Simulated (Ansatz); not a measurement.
# Se (model structure, started from the simple cubic type, Pm-3m, No. 221, 1 atom in the cell)

Method: r²SCAN (Ansatz, a program for electronic structure, plane waves, PAW).

Settings: plane-wave cutoff 500 eV, 14×14×14 k mesh, Fermi–Dirac smearing 0.05 eV, scalar-relativistic PAW data made under PBE.

Cell (relaxed at this level):

Se is taken in the cubic space group Pm-3m (No. 221), the simple cubic structure, Pearson symbol cP1. Cell: a = 2.814 Å, b = 2.814 Å, c = 2.814 Å, α = 90.00°, β = 90.00°, γ = 90.00°. Se on 1a sees 6 Se at 2.814 Å (octahedral). (Neighbours: up to the widest gap in distance over summed covalent radii, below 1.35, at either atom.)

```
Item      Result
--------  ------
band gap    none
```

Note: the relaxation could raise the start's symmetry but not lower it, so the cell can be a saddle point.

Spin–orbit coupling is not included.

Static lattice: no zero-point or thermal effects.

The result took roughly 25 core-seconds.

A model structure was made by putting elements into a prototype or built by hand; it is no filed structure, need not be a known phase, and can be a saddle point held by its symmetry.
